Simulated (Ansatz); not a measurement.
Born–Oppenheimer molecular dynamics of F$_{2}$H$_{2}$Si (5 atoms, charge 0, multiplicity 1). It goes on from the last frame of an earlier run, with new velocities.

All numbers below come from Ansatz, RKS PBE0-D4/def2-SVP.

```
ensemble        : NVT, Nosé–Hoover chain
time step       : 0.5 fs
steps asked     : 166
set temperature : 3000 K
thermostat      : time constant 100 fs, chain length 3 (defaults)
seed            : 1862
```

First frame:

```xyz
5
Properties=species:S:1:pos:R:3
Si -0.036 -0.054 0.032
H 0.018 0.053 1.506
F 1.497 0.046 -0.546
F -0.704 1.304 -0.543
H -0.791 -1.234 -0.433
```

How far do the bonds stretch over the last three quarters of this one trajectory? (Pairs bonded in most of those frames.)


```csv
bond,mean (Å),spread (Å),shortest,longest
Si1–H2,1.538,0.155,1.29,1.76
Si1–F3,1.623,0.043,1.55,1.68
Si1–F4,1.616,0.029,1.57,1.66
Si1–H5,1.507,0.088,1.37,1.63
```

Mean temperature of the second half: 1690 K. The conserved energy stayed within 1.9 meV per atom of its start (net change 0.61 meV per atom), so the integration is sound. The mean temperature of the second half is 44 % below the set value. A run of 0.083 ps of so small a system gives no equilibrium averages.

Time of the run: 3.1 min on 1 thread of Arm Neoverse V1 (shared host), peak memory 0.086 GiB.
